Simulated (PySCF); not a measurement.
# Frontier levels across methods

Species: C4H5N.
Cartesian coordinates in Å at the PBE0-D3(BJ)/def2-SVP level; atoms count from 1:
```xyz
10
C4H5N angstrom
C      0.0276   -1.1872    0.1388
C     -1.1137   -0.3988   -0.1728
C     -0.6976    0.9144   -0.2389
N      0.6436    0.9394    0.0197
C      1.0998   -0.3272    0.2519
H      0.0613   -2.2673    0.2676
H     -2.1305   -0.7532   -0.3309
H     -1.2505    1.8267   -0.4511
H      1.2136    1.7726    0.0392
H      2.1465   -0.5197    0.4768
```

Basis pcSseg-2 throughout (PySCF), one geometry. Geometry: PBE0-D3(BJ)/def2-SVP; no solvent, vibrations or thermal averaging.

Q: How do the orbital energies, the gap and the dipole change with the method?

A: 
```
   method                    kind  HOMO (eV)  LUMO (eV)  gap (eV)  μ (D)  SCF cycles
     BLYP                     GGA      -4.97      -0.25      4.72   1.93          16
    B97-D                     GGA      -5.04      -0.08      4.96   1.93          15
     OPBE                     GGA      -5.09      -0.24      4.85   1.95          16
      KT3                     GGA      -5.10      -0.43      4.67   1.88          15
      KT2                     GGA      -5.11      -0.09      5.02   1.89          15
      PBE                     GGA      -5.13      -0.20      4.93   1.95          16
     BP86                     GGA      -5.22      -0.10      5.12   1.94          16
      LDA                     LDA      -5.33      -0.23      5.10   1.96          15
    B97-2           global hybrid      -5.88       0.53      6.41   1.94          12
    B3LYP           global hybrid      -5.93       0.19      6.12   1.93          14
     PBE0           global hybrid      -6.13       0.51      6.64   1.95          13
 mPW1PW91           global hybrid      -6.14       0.46      6.60   1.95          13
BHandHLYP           global hybrid      -6.95       0.98      7.93   1.93          12
CAM-B3LYP  range-separated hybrid      -7.39       1.14      8.53   1.95          12
  wB97X-D  range-separated hybrid      -7.92       2.20     10.12   1.97          13
       HF            Hartree–Fock      -8.09       2.52     10.60   1.96          10
  LC-wPBE  range-separated hybrid      -8.72       2.24     10.96   1.99          13
```

The HOMO spans 3.75 eV, from BLYP down to LC-wPBE, and the gap runs from 4.67 eV (KT3) to 10.96 eV (LC-wPBE). Over the methods BLYP (0 %), B97-D (0 %), OPBE (0 %), KT3 (0 %), KT2 (0 %), PBE (0 %), BP86 (0 %), LDA (0 %), B97-2 (21 %), B3LYP (20 %), PBE0 (25 %), mPW1PW91 (25 %), BHandHLYP (50 %), HF (100 %), a straight line through the gap against the share of exact exchange rises by 0.58 eV for each 10 % (correlation coefficient 0.995). The dipole ranges from 1.88 D (KT3) to 1.99 D (LC-wPBE). This basis has no diffuse functions.

Reference dipole: 1.84 D (measured, gas; NIST CCCBDB Release 22 (SRD 101), experimental dipoles); nearest here: KT3 (1.88 D) and KT2 (1.89 D). 

The vertical ΔSCF ionisation energy at B3LYP/def2-SVPD is 8.29 eV; −ε(HOMO) comes closest to it with HF (8.09 eV).
